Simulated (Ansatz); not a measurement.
Mulliken charges of C3H3F3, SMILES `C=C(F)C(F)F` from ωB97M-V/def2-TZVPP in Ansatz (PBE0-D4/def2-TZVP geometry).

| atom | x (Å) | y (Å) | z (Å) | charge (e) |
| --- | --- | --- | --- | --- |
| C1 | -0.109 | -1.376 | 0.332 | -0.226 |
| C2 | 0.325 | -0.136 | 0.404 | 0.146 |
| F3 | 1.220 | 0.259 | 1.315 | -0.188 |
| C4 | -0.062 | 1.007 | -0.484 | 0.303 |
| F5 | -0.902 | 0.587 | -1.452 | -0.189 |
| F6 | -0.699 | 1.958 | 0.242 | -0.182 |
| H7 | -0.829 | -1.644 | -0.427 | 0.124 |
| H8 | 0.244 | -2.128 | 1.024 | 0.117 |
| H9 | 0.812 | 1.474 | -0.952 | 0.094 |

**Question.** By hand: the dipole of these point charges (1 e Å = 4.8032 D).

**Answer.** Σ q r = (0.124, -0.234, -0.202) e Å, of length 0.333 e Å = 1.60 D.

**Question.** How does the dipole of the full density compare? (An estimate is asked.)

**Answer.** Computed: (0.155, -0.256, -0.127) e Å, 1.56 D; the point charges give 1.03 times that, at 15° from its direction.

Point charges leave out the atoms' own dipoles, such as those of lone pairs, and Mulliken's split depends on the basis, so the close match here is no proof of good charges.
